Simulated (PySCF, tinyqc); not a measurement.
A ladder of methods, and size consistency: correlation methods against full CI in the sto-3g basis, for BH, spin multiplicity 1. Computed by the program tinyqc with PySCF. 

Geometry (angstrom):

| atom | x | y | z |
|---|---|---|---|
| B | 0.0000 | 0.0000 | 0.0000 |
| H | 0.0000 | 0.0000 | 1.2380 |

RHF energy of one = -24.752650 hartree

All electrons correlated; +Q is the Davidson correction (1 - c0^2) E_corr. The last columns treat two copies 100 angstrom apart as one system. FCI is the lowest singlet.

Correlation energies (hartree):

| method | E_corr of one | share of FCI (%) | E_corr of two at 100 angstrom | two minus twice one (mhartree) |
|---|---|---|---|---|
| MP2 | -0.029615 | 51.6372 | -0.059230 | 0.0000 |
| CISD | -0.055536 | 96.8330 | -0.103594 | 7.4786 |
| CISD+Q | -0.059889 | 104.4223 | -0.116518 | 3.2593 |
| CCSD | -0.057194 | 99.7244 | -0.114389 | 0.0000 |
| CCSD(T) | -0.057249 | 99.8189 | -0.114497 | 0.0000 |
| FCI | -0.057352 | 100.0000 | - | - |

MP2 recovers 52 %, CISD 96.8 % and CCSD 99.7 % of the FCI value (c0^2 = 0.922 in CISD). MP2 and coupled cluster are size consistent, so their last column vanishes; CISD loses 7.48 mhartree, since a double excitation on each copy is a quadruple of the pair, and the Davidson correction leaves +3.26. The restricted reference is unstable here: a spin-polarised solution lies 0.0107 hartree lower (PySCF), so results built on it describe a poor reference.
